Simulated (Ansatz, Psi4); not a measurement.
Heat of formation of CH3F (fluoromethane) from total energies

The species is CH3F (5 atoms), meant as a singlet with charge 0. SMILES: `CF`. Geometry: relaxed at PBE0-D4/def2-TZVP.

Total energies at revPBE/def2-TZVPP (Psi4 1.11); the atoms run unrestricted:

| species | state | energy (Eh) |
| --- | --- | --- |
| CH3F | singlet | -139.756132 |
| C | triplet | -37.845596 |
| F | doublet | -99.734862 |
| H | doublet | -0.504123 |

Harmonic wavenumbers at PBE0-D4/def2-TZVP, in cm⁻¹: 1097, 1199, 1199, 1485, 1489, 1489, 3044, 3131, 3131.

Measured heats of formation of the gaseous atoms at 298.15 K, in kJ/mol: C 716.9, F 79.4, H 218.0. Spin-orbit lowering of the atoms at 298 K (mean of the ground term's levels less their thermal mean, from spectra), in kJ/mol: C 0.02, F 1.29. Take 1 Eh = 2625.50 kJ/mol, 1 cm⁻¹ = 0.0119627 kJ/mol, RT = 2.479 kJ/mol.

**Question.** What heat of formation follows?

**Answer.** 
1. Electronic atomisation energy: (-37.845596) + (-99.734862) + 3 × (-0.504123) − (-139.756132) = 0.663305 Eh = 1741.5 kJ/mol.
2. Zero-point energy: half the sum of the wavenumbers, 8632 cm⁻¹ = 103.3 kJ/mol.
3. Thermal vibrational enthalpy, Σ hcν̃/(exp(hcν̃/kT) − 1): 0.2 kJ/mol. Translation, rotation and pV of a non-linear molecule: 4 RT = 9.9 kJ/mol.
4. The 5 free atoms carry 5/2 RT each: 31.0 kJ/mol.
5. Spin-orbit coupling lowers the free atoms by 0.02 + 1.29 = 1.3 kJ/mol.
6. Atomisation enthalpy at 298 K: 1741.5 − 1.3 − 103.3 − 0.2 − 9.9 + 31.0 = 1657.8 kJ/mol.
7. Sum of the atoms' heats of formation: 1450.3 kJ/mol. Heat of formation: 1450.3 − 1657.8 = -207.5 kJ/mol.

The tabulated value is -236.6 kJ/mol (Active Thermochemical Tables), so this level is off by +29.1 kJ/mol, or 1.7 % of the atomisation enthalpy that the table implies (1686.8 kJ/mol). Anharmonicity and any spin-orbit splitting of the molecule are left out.
